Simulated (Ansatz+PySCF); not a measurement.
Results of a calculation; reference values are marked as such.
Several solutions for singlet CH₂

| atom | x (Å) | y (Å) | z (Å) |
| --- | --- | --- | --- |
| C | 0.0000 | 0.0000 | -0.1796 |
| H | 0.0000 | 0.8619 | 0.5389 |
| H | 0.0000 | -0.8619 | 0.5389 |

Basis set: def2-SVP (spherical functions). Charge 0, multiplicity 1.

PBE (unrestricted) was run from several starts with Ansatz (development build ahead of 0.2.0).

```json
{"run": "A", "program": "Ansatz", "start": "stability test followed", "converged": "yes", "energy (hartree)": "-39.04248", "<S²>": "0.66"}
{"run": "B", "program": "Ansatz", "start": "search for the lowest state", "converged": "yes", "energy (hartree)": "-39.04248", "<S²>": "0.66"}
{"run": "C", "program": "Ansatz", "start": "atomic start, no search", "converged": "yes", "energy (hartree)": "-39.03009", "<S²>": "–"}
```

Q: Which runs reached the lowest solution of this kind, and what is wrong with the others?

A: A, B reached the lowest solution found. Converged but too high: C by 0.34 eV. Convergence only shows a stationary point, and even a stable one can lie too high; stability tests and further starts are what find lower ones. Caution: another spin multiplicity may lie lower. Caution: the unrestricted determinant is spin contaminated.
